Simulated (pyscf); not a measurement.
F–GeH₂–GeH₃ + H₂ → H₃Ge–GeH₃ + HF, a four-centre exchange (singlet surface; F–Ge, H–H broken, Ge–H, F–H formed). Structures and frequencies: ωB97X-D3(BJ)/def2-SVP in PySCF. Energies in kcal/mol from the separated reactants.

Small-basis levels: PySCF, no dispersion term, spherical d functions. 

Problem. Quick B3LYP/6-31G*+LANL2DZ single points give ΔE‡ = 52.8 kcal/mol and ΔE = +17.6 kcal/mol. What does ωB97M-D3(BJ)/def2-TZVP give, and how far is the quick result from it?

Solution. ωB97M-D3(BJ)/def2-TZVP gives ΔE‡ = 45.4 kcal/mol and ΔE = +8.0 kcal/mol. B3LYP/6-31G*+LANL2DZ lies 7.3 kcal/mol over it in the barrier and 9.6 kcal/mol over it in the reaction energy, so on this step it does not hold to within 3.0 kcal/mol. ωB97M-D3(BJ)/def2-TZVP has limits of its own. At the saddle there is also a short Ge–H contact that neither side keeps. This is the saddle that the search found; another between the same sides may lie lower. In the def2 sets elements up to Kr have no core potential.
